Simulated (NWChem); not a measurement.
System: NH, triplet; SMILES [NH]

The following NWChem deck was run.

```
start job
memory heap 200 mb stack 900 mb global 1100 mb
geometry units angstroms
  N      0.000000     0.000000    -0.135965
  H      0.000000     0.000000     0.903678
end
basis spherical
  * library def2-tzvpp
end
dft
  odft
  mult 3
  xc hfexch
  iterations 150
end
driver
  maxiter 120
end
task dft optimize
task dft freq
```

No stability test was run on the SCF state.

The level has its own optimisation; frequencies are unscaled.

Question: Predict the main results of this run. (UHF/def2-TZVPP.) Quantities: basis functions; r H–N (Å); highest harmonic frequency (cm⁻¹); zero-point energy (kcal/mol); dipole (D).

Answer: 
```yaml
number_of_basis_functions: 45
r H–N (Å): 1.020
highest harmonic frequency (cm⁻¹): 3511
zero-point energy (kcal/mol): 5.0
dipole (D): 1.68
```
